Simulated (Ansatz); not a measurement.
Species: 1,1,2,2-tetrafluoroethene, C₂F₄, charge 0, multiplicity 1. SMILES: C(F)(F)=C(F)F
Structure (B3LYP-D3(BJ)/def2-TZVP (Ansatz, a first-principles code) minimum search):
```xyz
6

C      0.0032     0.0064     0.6604
C     -0.0032    -0.0064    -0.6604
F      0.0249     1.1143     1.3758
F     -0.0115    -1.0873     1.3975
F      0.0115     1.0873    -1.3975
F     -0.0249    -1.1143    -1.3758
```
Charge 0, spin multiplicity 1.

Cost and error of B3LYP with Ansatz in habitual basis sets for the enthalpy of formation at 298 K (kcal/mol). Conventions: dispersion terms only where a functional's name holds one; no spin-orbit coupling; 6-311+G** with 5d; UHF or UKS for open shells; six Cartesian d functions in 6-31G* and its kin unless marked 5d; LANL2DZ all-electron up to Ne; non-relativistic. First-principles rows: single points at B3LYP-D3(BJ) geometries (Ansatz), with unscaled harmonic terms from B3LYP/6-31G* at its own minima, enthalpies of formation by atomisation with measured atoms. Costs are core time of energy and forces over that of the cheapest set, on one shared machine, to one figure and rough; under a factor of 2 they don't order.

Measured values: G2/97 table in ASE (Curtiss et al.), the entry of C2F4 doubted and unchecked; they hold spin-orbit and core effects, anharmonicity. For FC(F)=C(F)F (enthalpy of formation at 298 K) the tabulated value and RI-MP2/CBS(cc-pVTZ,cc-pVQZ)+[CCSD(T)-MP2]/cc-pVTZ (Ansatz) part by 3.5 kcal/mol: another conformer or state, missing terms or a fault of the table's entry are possible. 

Value to compare with: -157.4 kcal/mol.

```json
[
 {"level": "B3LYP/STO-3G", "relative cost": "1×", "enthalpy of formation at 298 K (kcal/mol)": "-175.5", "error": "-18.1"},
 {"level": "B3LYP/3-21G", "relative cost": "1×", "enthalpy of formation at 298 K (kcal/mol)": "-139.8", "error": "17.6"},
 {"level": "B3LYP/6-31G", "relative cost": "2×", "enthalpy of formation at 298 K (kcal/mol)": "-100.2", "error": "57.2"},
 {"level": "B3LYP/LANL2DZ", "relative cost": "2×", "enthalpy of formation at 298 K (kcal/mol)": "-73.8", "error": "83.6"},
 {"level": "B3LYP/cc-pVDZ", "relative cost": "2×", "enthalpy of formation at 298 K (kcal/mol)": "-153.5", "error": "3.9"},
 {"level": "B3LYP/def2-SVP", "relative cost": "2×", "enthalpy of formation at 298 K (kcal/mol)": "-175.5", "error": "-18.1"},
 {"level": "B3LYP/6-31G*", "relative cost": "2×", "enthalpy of formation at 298 K (kcal/mol)": "-166.3", "error": "-8.9"},
 {"level": "B3LYP/6-31+G*", "relative cost": "3×", "enthalpy of formation at 298 K (kcal/mol)": "-145.2", "error": "12.2"},
 {"level": "B3LYP/6-311+G**", "relative cost": "4×", "enthalpy of formation at 298 K (kcal/mol)": "-143.9", "error": "13.5"}
]
```

The dearest set gives 13.5 kcal/mol. A small set can land close by cancelling terms.
